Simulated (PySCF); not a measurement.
Record of a relaxation.

Compound: H5NSSi.
Atom-mapped SMILES: `[NH2:1][SiH2:2][SH:3]` (hydrogens: H4, H5 on N1; H6, H7 on Si2; H8 on S3)

Computed by this run: PBE0-D3(BJ)/def2-SVP geometry optimisation, gas phase (PySCF); density fitting, grid level 1; the optimiser is geomeTRIC in internal coordinates, started from a GFN2-xTB structure with every atom displaced at random (about 0.01 Å). The frame can shift and turn from step to step; on so coarse a grid that alone can change the energy by a few meV, and forces under 0.02 eV/Å are noise.

Step 0: E = -20269.9428 eV, largest atomic force 1.299 eV/Å
```
atom  x, y, z in Å  |  force x, y, z in eV/Å
N1     -0.876   -0.757    0.339    0.226  -0.105  -0.991
Si2     0.112    0.646    0.233    0.604  -0.871  -0.624
S3      1.373    0.300   -1.470   -0.130   0.751  -0.453
H4     -1.529   -0.797    1.083   -0.836  -0.240   0.964
H5     -1.284   -1.134   -0.520    0.136   0.211   0.265
H6     -0.486    1.948   -0.079   -0.247   0.515   0.003
H7      0.924    0.667    1.453    0.099   0.275   0.532
H8      1.822   -0.892   -1.091    0.147  -0.536   0.304
```

Step 1: E = -20270.0241 eV, largest atomic force 0.428 eV/Å
```
atom  x, y, z in Å  |  force x, y, z in eV/Å
N1     -0.934   -0.756    0.327   -0.358  -0.076  -0.222
Si2     0.187    0.554    0.206   -0.143   0.301   0.021
S3      1.397    0.295   -1.545    0.065  -0.249   0.193
H4     -1.542   -0.816    1.145    0.213   0.001  -0.088
H5     -1.488   -0.926   -0.516    0.166  -0.028   0.243
H6     -0.401    1.915   -0.020    0.032  -0.003  -0.041
H7      0.952    0.619    1.483    0.071  -0.092   0.010
H8      1.886   -0.904   -1.132   -0.046   0.147  -0.115
```

Step 2: E = -20270.0371 eV, largest atomic force 0.137 eV/Å
```
atom  x, y, z in Å  |  force x, y, z in eV/Å
N1     -0.936   -0.747    0.319   -0.081   0.086  -0.069
Si2     0.176    0.574    0.206   -0.027   0.052   0.045
S3      1.400    0.288   -1.529    0.029  -0.021   0.005
H4     -1.521   -0.828    1.146    0.076  -0.027   0.026
H5     -1.486   -0.942   -0.513    0.015  -0.043   0.023
H6     -0.392    1.942   -0.027    0.012  -0.026  -0.026
H7      0.950    0.611    1.481   -0.004  -0.031   0.004
H8      1.867   -0.918   -1.135   -0.019   0.009  -0.008
```

Step 3: E = -20270.0413 eV, largest atomic force 0.125 eV/Å
```
atom  x, y, z in Å  |  force x, y, z in eV/Å
N1     -0.939   -0.735    0.313   -0.001   0.122  -0.026
Si2     0.172    0.587    0.203    0.018  -0.083   0.030
S3      1.406    0.287   -1.522    0.013   0.051  -0.042
H4     -1.498   -0.840    1.154    0.026  -0.039   0.038
H5     -1.489   -0.953   -0.511   -0.023  -0.025  -0.012
H6     -0.382    1.958   -0.036   -0.005  -0.005  -0.014
H7      0.942    0.605    1.482   -0.023   0.014   0.008
H8      1.845   -0.930   -1.135   -0.005  -0.036   0.019
```

Step 4: E = -20270.0448 eV, largest atomic force 0.131 eV/Å
```
atom  x, y, z in Å  |  force x, y, z in eV/Å
N1     -0.944   -0.718    0.308    0.026   0.103   0.002
Si2     0.171    0.597    0.198    0.034  -0.126   0.005
S3      1.416    0.286   -1.519    0.003   0.056  -0.033
H4     -1.467   -0.856    1.165    0.005  -0.040   0.028
H5     -1.500   -0.958   -0.505   -0.036  -0.003  -0.021
H6     -0.371    1.970   -0.048   -0.010   0.008  -0.005
H7      0.931    0.602    1.484   -0.023   0.038   0.006
H8      1.820   -0.943   -1.136    0.000  -0.036   0.017
```

Step 5: E = -20270.0483 eV, largest atomic force 0.099 eV/Å
```
atom  x, y, z in Å  |  force x, y, z in eV/Å
N1     -0.952   -0.695    0.304    0.017   0.042   0.019
Si2     0.174    0.605    0.191    0.034  -0.091  -0.018
S3      1.429    0.283   -1.518   -0.005   0.029  -0.003
H4     -1.422   -0.884    1.182   -0.001  -0.030   0.014
H5     -1.524   -0.953   -0.492   -0.031   0.018  -0.018
H6     -0.356    1.981   -0.065   -0.007   0.010   0.000
H7      0.917    0.605    1.486   -0.012   0.039   0.003
H8      1.791   -0.963   -1.141    0.005  -0.016   0.003
```

Step 6: E = -20270.0505 eV, largest atomic force 0.035 eV/Å
```
atom  x, y, z in Å  |  force x, y, z in eV/Å
N1     -0.963   -0.675    0.304   -0.007  -0.015   0.022
Si2     0.177    0.609    0.184    0.020  -0.021  -0.020
S3      1.441    0.277   -1.519   -0.006   0.001   0.014
H4     -1.376   -0.916    1.197    0.003  -0.013   0.003
H5     -1.557   -0.936   -0.474   -0.015   0.027  -0.008
H6     -0.343    1.987   -0.081   -0.003   0.002  -0.003
H7      0.907    0.614    1.486    0.001   0.016  -0.002
H8      1.770   -0.980   -1.149    0.007   0.003  -0.006
```

Step 7: E = -20270.0515 eV, largest atomic force 0.038 eV/Å
```
atom  x, y, z in Å  |  force x, y, z in eV/Å
N1     -0.973   -0.661    0.308   -0.013  -0.033   0.012
Si2     0.179    0.608    0.178    0.003   0.020  -0.006
S3      1.446    0.271   -1.522   -0.004  -0.010   0.012
H4     -1.343   -0.941    1.209    0.006   0.000  -0.002
H5     -1.587   -0.914   -0.457   -0.004   0.023   0.001
H6     -0.335    1.987   -0.094   -0.001  -0.004  -0.007
H7      0.906    0.621    1.482    0.006  -0.005  -0.004
H8      1.765   -0.991   -1.157    0.006   0.009  -0.006
```

Step 8: E = -20270.0519 eV, largest atomic force 0.032 eV/Å
```
atom  x, y, z in Å  |  force x, y, z in eV/Å
N1     -0.981   -0.653    0.314   -0.006  -0.026  -0.002
Si2     0.180    0.606    0.173   -0.006   0.030   0.006
S3      1.446    0.265   -1.527   -0.002  -0.010   0.002
H4     -1.321   -0.957    1.218    0.005   0.006  -0.001
H5     -1.615   -0.892   -0.440   -0.002   0.012   0.007
H6     -0.331    1.985   -0.104    0.000  -0.005  -0.008
H7      0.911    0.622    1.475    0.007  -0.014  -0.004
H8      1.768   -0.997   -1.163    0.004   0.007  -0.002
```

Step 9: E = -20270.0522 eV, largest atomic force 0.027 eV/Å
```
atom  x, y, z in Å  |  force x, y, z in eV/Å
N1     -0.988   -0.647    0.320    0.003  -0.011  -0.013
Si2     0.181    0.604    0.169   -0.008   0.022   0.012
S3      1.442    0.260   -1.534   -0.001  -0.005  -0.006
H4     -1.303   -0.969    1.227    0.003   0.007   0.003
H5     -1.641   -0.871   -0.421   -0.004   0.001   0.009
H6     -0.329    1.982   -0.112    0.001  -0.004  -0.004
H7      0.919    0.618    1.466    0.004  -0.014  -0.002
H8      1.775   -0.998   -1.167    0.001   0.003   0.001
```

**Question.** Summarise the path.

**Answer.** The energy falls by 2.52 kcal/mol from step 0 to step 9; nine tenths of that is first reached at step 3. It falls at every step. The largest force goes from 1.299 to 0.027 eV/Å. Among the bonds Si2–H6 changes most, from 1.466 to 1.496 Å; the atoms move by 0.189 Å rms after alignment.

**Question.** Follow the three bonds and two angles with the largest change from start to end.

**Answer.** 
| step | E above end (kcal/mol) | largest force (eV/Å) | Si2–H6 (Å) | Si2–H7 (Å) | S3–H8 (Å) | N1–Si2–S3 (°) | H6–Si2–H7 (°) |
| --- | --- | --- | --- | --- | --- | --- | --- |
| 0 | 2.52 | 1.299 | 1.466 | 1.466 | 1.329 | 104.7 | 113.0 |
| 1 | 0.65 | 0.428 | 1.500 | 1.490 | 1.359 | 109.4 | 106.9 |
| 2 | 0.35 | 0.137 | 1.499 | 1.492 | 1.352 | 108.6 | 107.8 |
| 3 | 0.25 | 0.125 | 1.497 | 1.493 | 1.350 | 108.3 | 108.5 |
| 4 | 0.17 | 0.131 | 1.496 | 1.493 | 1.350 | 108.4 | 108.9 |
| 5 | 0.09 | 0.099 | 1.496 | 1.493 | 1.351 | 108.7 | 108.9 |
| 6 | 0.04 | 0.035 | 1.496 | 1.493 | 1.352 | 109.3 | 108.7 |
| 7 | 0.02 | 0.038 | 1.497 | 1.493 | 1.352 | 109.8 | 108.6 |
| 8 | 0.01 | 0.032 | 1.496 | 1.493 | 1.352 | 110.3 | 108.6 |
| 9 | 0.00 | 0.027 | 1.496 | 1.493 | 1.352 | 110.7 | 108.8 |

The cost below is that of the whole optimisation. On one thread of an Arm Neoverse V1, no GPU, shared host, this took 15 s wall and 0.33 GiB of memory at its peak.
